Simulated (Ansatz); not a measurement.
Ansatz (a quantum-chemistry and plane-wave program) input (CCSD(T)/cc-pCVTZ): A basis named .json is the Basis Set Exchange file of that set (core-valence sets with the plain set on hydrogen).

Ansatz 0.2 input:
```yaml
crystal:
  periodic: [false, false, false]
  atoms:
    - {symbol: C, position_ang: [-0.01075073, 0.64443952, -0.00020773]}
    - {symbol: C, position_ang: [1.14148505, -0.05703999, 0.00113003]}
    - {symbol: F, position_ang: [-1.11822560, -0.31777191, -0.00099264]}
    - {symbol: H, position_ang: [1.19675056, -1.15149369, 0.00151889]}
    - {symbol: H, position_ang: [2.08287389, 0.48704365, 0.00188105]}
basis:
  gaussian:
    orbitals: cc-pCVTZ.json
total_charge: -1
magnetization: {spin_polarized: false}
correlation: {method: ccsd_t, electrons: outside_noble_gas}
```

Output:

```
Functional definition: HF
integrals: 0.39 GiB planned
962 factors; integrals over basis functions are off by at most 1.2e-3 eV
mean field: 0.43 GiB planned
mean field evaluation 1: about -4795.5362 eV, gradient 2.8e1 eV
mean field evaluation 2: about -4795.5473 eV, gradient 2.7e1 eV
mean field evaluation 4: about -4797.3467 eV, gradient 3.1e0 eV
mean field evaluation 8: about -4797.3913 eV, gradient 3.3e-4 eV
mean field evaluation 16: about -4797.3818 eV, gradient 2.6e-1 eV
mean field -4797.39134254 eV, -176.3008800496 hartree, gradient 6.2e-6 eV, S^2 0.000000; 0 other end points of the search recorded, 0 dependent functions left out
3 core orbitals not correlated
reference -4797.39134254 eV, -176.3008800496 hartree; 9, 9 occupied and 145, 145 virtual orbitals, 962 factors
second order -16.00750095 eV of doubles, -0.00000000 eV of singles
coupled cluster: 0.84 GiB planned
cycle   1  -15.94248413 eV  change    6.5e-2 eV  update   9.2e-2
cycle   2  -16.33573518 eV  change   -3.9e-1 eV  update   3.0e-2
cycle   3  -16.43643405 eV  change   -1.0e-1 eV  update   1.6e-2
cycle   4  -16.42623690 eV  change    1.0e-2 eV  update   4.9e-3
cycle   5  -16.42342292 eV  change    2.8e-3 eV  update   2.4e-3
cycle   6  -16.42480154 eV  change   -1.4e-3 eV  update   9.2e-4
cycle   7  -16.42445075 eV  change    3.5e-4 eV  update   3.8e-4
cycle   8  -16.42425932 eV  change    1.9e-4 eV  update   1.3e-4
cycle   9  -16.42429943 eV  change   -4.0e-5 eV  update   5.9e-5
cycle  10  -16.42431742 eV  change   -1.8e-5 eV  update   1.7e-5
perturbative correction -0.68377474 eV, -0.0251282584 hartree
Total energy: -4814.49943471 eV, -176.9295908405 hartree
```
